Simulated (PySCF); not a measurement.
Gas-phase reaction: 3 H₂SiO + 2 Si₂H₅ = 4 SiH₄ + 3 SiO

Method: PySCF energies plus ideal-gas RRHO corrections (1 bar). † marks an energy on the PBE0/def2-TZVP geometry and frequencies; other levels use their own. MP2 freezes the core. 6-31G* has spherical d functions here. Open shells (unrestricted): Si₂H₅ (multiplicity 2); the rest are closed-shell singlets. B3LYP is the form with VWN-RPA correlation. H₂SiO, Si₂H₅: computed as isolated molecules; such fragments, hydroxides, amides, oligomers or adducts are transient or little studied in the gas. MP2 isn't extrapolated to the basis-set limit.

```
level               ΔH°(298 K), kJ
------------------  --------------
B3LYP/6-31G*                     …
HF/6-31G*                     -298
M06-2X/def2-TZVP†                …
MP2/def2-SVP†                 -361
MP2/def2-TZVPP†                  …
PBE0/def2-QZVP†               -246
r2SCAN/def2-TZVP†                …
ωB97X-V/def2-TZVP†            -291
```

Some entries are withheld; supply them.


- B3LYP/6-31G*, ΔH°(298 K), kJ: -339
- M06-2X/def2-TZVP†, ΔH°(298 K), kJ: -310
- MP2/def2-TZVPP†, ΔH°(298 K), kJ: -320
- r2SCAN/def2-TZVP†, ΔH°(298 K), kJ: -225
